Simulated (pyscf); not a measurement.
PySCF, gas phase, ωB97X-D3(BJ)/def2-SVP geometries.

Problem. For `[OH][BH][Cl]` + `[ClH]` → `[OH][B]([Cl])[Cl]` + `[H][H]`, a four-centre exchange (singlet surface; B–H, Cl–H broken, B–Cl, H–H formed), PBE/def2-TZVP gives ΔE‡ = 0.98 eV and ΔE = -0.59 eV (zero: the separated reactants). In which direction and how far do PBE0-D3(BJ)/def2-TZVP, M06-2X/def2-TZVP, ωB97M-D3(BJ)/def2-TZVP move these?

Solution. PBE0-D3(BJ): ΔE‡ = 1.06 eV, ΔE = -0.59 eV; M06-2X: ΔE‡ = 1.28 eV, ΔE = -0.62 eV; ωB97M-D3(BJ): ΔE‡ = 1.30 eV, ΔE = -0.56 eV. PBE's barrier lies under all of them, by 0.09 to 0.32 eV. Its reaction energy lies among theirs. The same reactants have a lower exit, to Cl–BH–Cl + H₂O (barrier +0.92 eV at ωB97M-D3(BJ)/def2-TZVP, against +1.30 eV here). This is the saddle that the search found; another between the same sides may lie lower.
